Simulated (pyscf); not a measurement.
Single points on ωB97X-D3(BJ)/def2-SVP structures (PySCF, gas phase).

**Question.** Estimate the classical barrier height and the reaction energy of H₃Si–PH₂ + silane (SiH₄) → H₃Si–PH–SiH₃ + hydrogen (H₂) at ωB97M-D3(BJ)/def2-TZVP. The step runs on the singlet surface, breaks H–P, H–Si and forms P–Si, H–H; take the separated reactants as zero.

**Answer.** ΔE‡ = 266.4 kJ/mol, ΔE = -2.1 kJ/mol. Zero-point energy shifts the barrier by -4.5 kJ/mol. It is a four-centre exchange, with an imaginary mode of 1646i cm⁻¹. This is the saddle that the search found; another between the same sides may lie lower.
